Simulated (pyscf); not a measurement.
Single points on ωB97X-D3(BJ)/def2-SVP structures (PySCF, gas phase).

Question: Estimate the classical barrier height and the reaction energy of `[OH][P]([OH])[O][GaH2]` + `[H][H]` -> `[OH][P]([OH])[OH]` + `[GaH3]` at ωB97M-D3(BJ)/def2-TZVP. The step runs on the singlet surface, breaks Ga–O, H–H and forms H–O, Ga–H; take the separated reactants as zero.

Answer: ΔE‡ = 1.06 eV, ΔE = +0.99 eV. Zero-point energy shifts the barrier by +0.12 eV. It is a four-centre exchange, with an imaginary mode of 385i cm⁻¹. On the reactant side the descent ends in an adduct with a Ga–P, Ga–O contact (not fully relaxed), 0.06 eV under the separated species and 1.20 eV under the saddle at ωB97X-D3(BJ)/def2-TZVP. On the product side the descent ends in an adduct with a Ga–O contact (not fully relaxed), 0.79 eV under the separated species and 0.75 eV under the saddle at ωB97X-D3(BJ)/def2-TZVP. HO–P(OH)–O–GaH₂ is closed by a dative Ga–O, Ga–P contact. One saddle was located; it need not be the lowest between these sides. Elements up to Kr have no core potential and no relativistic terms here.
